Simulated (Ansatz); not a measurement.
## Structure relaxation of BaZr2

Level of theory: Ansatz, DFT PBE, scalar-relativistic, plane waves, PAW. Cutoff 420 eV, Γ-centred k mesh, Gaussian smearing, no spin polarisation in the final step.

The start puts BaZr2 on the 2H molybdenite structure type (P6_3/mmc, No. 194), with Ba in place of Mo, Zr in place of S, at a guessed volume.

```xyz
6
Lattice="3.3949 0.0000 0.0000 -1.6974 2.9400 0.0000 0.0000 0.0000 13.2046" Properties=species:S:1:pos:R:3 pbc="T T T"
Ba    0.0000    1.9600    3.3011
Ba    1.6974    0.9800    9.9034
Zr    0.0000    1.9600    8.2859
Zr    1.6974    0.9800    1.6836
Zr    0.0000    1.9600   11.5210
Zr    1.6974    0.9800    4.9187
```

Cell and atoms relax at zero pressure; the relaxation can't lower the symmetry of the start. After a coarse first stage the cell is made exact in the group found at 0.06 Å.

Formation energies are uncorrected and refer to the elements' standard structures at the same level.

(1) What does it relax into?

(2) What are its volume, energy, density and gap?

## Answers

(1) It keeps P6_3/mmc (No. 194), but not the shape of the type it started on. Conventional cell: a = 3.401 Å, c = 17.632 Å. Ba is coordinated by 6 Ba at 3.40 Å and 6 Zr at 3.78 Å; Zr is coordinated by 3 Zr at 3.06 Å, 6 Zr at 3.40 Å and 3 Ba at 3.78 Å.

```
Ba Zr
1.0
     3.40090    0.00000    0.00000
    -1.70045    2.94526    0.00000
     0.00000    0.00000   17.63191
Ba Zr
2 4
Cartesian
  0.0000 1.9635 4.4080
  1.7004 0.9818 13.2239
  0.0000 1.9635 9.9921
  1.7004 0.9818 1.1762
  0.0000 1.9635 16.4557
  1.7004 0.9818 7.6398
```

(2) The volume per atom is 29.44 Å³ and the density is 6.01 g/cm³. The energy over the elements is 0.44 eV/atom and the gap on the 12×12×2 mesh is 0 eV (a metal).

The final run used a 12×12×2 mesh on its 6-atom cell and 0.10 eV smearing. The k mesh leaves about 4 meV/atom of noise in metals. A structure relaxed within its symmetry needn't be a true minimum.

Cost: 3 runs of about 3 core-minutes in all, on Arm Neoverse V1 (shared hosts).